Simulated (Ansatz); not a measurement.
A made-up structure of CH$_{5}$LiSi, singlet:

```
8
angstrom
Li -2.6336 1.2289 -0.4676
Si -0.3074 0.4203 -0.6847
C 0.4773 -0.5266 0.7757
H -0.1085 -0.4868 -1.8739
H 0.8267 0.4460 1.0114
H 0.4937 0.0943 1.6753
H 1.5039 -0.8298 0.5562
H -0.0983 -1.4265 1.0082
```

It is relaxed with PBE-D4/def2-SVP and then PBE0-D4/def2-TZVP (Ansatz 0.2.0). Atoms count as bonded within 1.22 times the sum of their covalent radii (H–H: 0.88 Å). The end point is not checked to be a true minimum.

Problem. Does its bonding change? (Judge from chemistry; the calculation decides.)

Solution. The calculation gives: Yes. Formed: Si2–H5; broken: C3–H5, H5–H6.

Where it ends: The first stage lowers the energy by 5.92 eV in 14 steps. It ends as CH₅LiSi ([Li][SiH2][CH3]):
```xyz
8
angstrom
Li -2.5452 1.2129 -0.2686
Si -0.2155 0.3944 -0.3860
C 0.4132 -0.7876 0.9752
H 0.0925 -0.3191 -1.6794
H 0.7991 1.5108 -0.4163
H 0.3484 -0.3147 1.9588
H 1.4530 -1.0792 0.8088
H -0.1916 -1.6978 1.0079
```

Labels in which every atom is bracketed show which atoms are joined, not bond orders.

For scale, one of the runs: PBE0-D4/def2-TZVP relaxation, 112 basis functions, launched by `ansatz run in.yaml --threads 2 --pin off --events-out ev --progress --plain --max-ram 4352MiB`. Hardware: 2 CPU threads of an Arm Neoverse V2, shared host. Wall time about 8.5 s.
